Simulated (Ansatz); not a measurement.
**Si₂H₄ (triplet): wave-function methods side by side at a displaced geometry (v1), cc-pVDZ**

One table from this session's results is given with a row withheld; the runs are named, their logs left out.

The runs use Ansatz 0.2.0, Gaussian basis; cc-pVDZ, core rule «outside noble gas», up to 10 orbitals frozen.

The runs, in order: UHF; CCSD(T) on ROHF; CCSD(T) on UHF; BCCD(T) on ROHF; CISD; CCSDT(Q) on ROHF; CCSDT(Q) on UHF.

26 further runs of the same task are left out: 10 that didn't finish, 16 set aside as unsound or not needed.

## What is computed

The geometry is a PBE0/def2-TZVP stationary point (not a proven minimum) with its atoms shifted at random (size 0.040 Å).

6 atoms, charge 0, spin multiplicity 3.

Atoms are counted from 1 here; the program's logs count them from 0.

Bond lengths: Si1–Si2 2.327 Å, Si1–H3 1.490 Å, Si1–H4 1.460 Å, Si1–H5 1.548 Å, Si2–H6 1.509 Å. Angles: Si2–Si1–H3 109.0°, Si2–Si1–H4 106.7°, Si2–Si1–H5 107.5°, H3–Si1–H4 110.4°, H3–Si1–H5 115.1°, H4–Si1–H5 107.8°, Si1–Si2–H6 123.7°.

Set-up of the first run:

Input file in.yaml:

```yaml
crystal:
  periodic: [false, false, false]
  atoms:
    - {symbol: Si, position_ang: [0.002747, -0.034812, 1.115340]}
    - {symbol: Si, position_ang: [0.001914, 0.079059, -1.209046]}
    - {symbol: H, position_ang: [1.258943, -0.696725, 1.568507]}
    - {symbol: H, position_ang: [-0.052899, 1.340397, 1.601931]}
    - {symbol: H, position_ang: [-1.304349, -0.743360, 1.546820]}
    - {symbol: H, position_ang: [-0.031573, -1.133215, -2.106224]}
basis:
  gaussian: {orbitals: cc-pVDZ}
magnetization: {spin_polarized: true, initial_magnetization: 2}
hamiltonian: {xc: hf}
output: {orbitals: {seedname: orbitals}}
```

Launch:

```
ansatz run in.yaml --threads 1 --pin off --events-out ev --progress --plain --max-ram 2393MiB
```

Steps of the session up to this table: UHF; CCSD(T) on ROHF; CCSD(T) on UHF; BCCD(T) on ROHF; CISD; CCSDT(Q) on ROHF; CCSDT(Q) on UHF.

One of the session's tables, all rows but one given; the rest of the session is left out.

```
   method  from UCCSDT(Q) (meV)
     ROHF               +6098.3
      UHF               +6022.2
     RMP2               +1376.8
     UMP2               +1373.4
     CISD                +682.7
    RCCSD                +189.8
    UCCSD                +187.9
 RCCSD(T)                     ?
 UCCSD(T)                 +40.2
  BCCD(T)                 +39.9
   RCCSDT                  +6.5
   UCCSDT                  +6.1
RCCSDT(Q)                  +0.5
UCCSDT(Q)                     0
```

**Question.** Estimate the row for RCCSD(T).

As computed: from UCCSDT(Q) (meV): +40.7. In the column «from UCCSDT(Q) (meV)» it lies between UCCSD(T) (+40.2) and UCCSD (+187.9).

To keep in mind: Restricted and unrestricted rows rest on different reference determinants; where their highest levels disagree by more than a few hundredths of an eV, they describe different states and don't form one ladder.
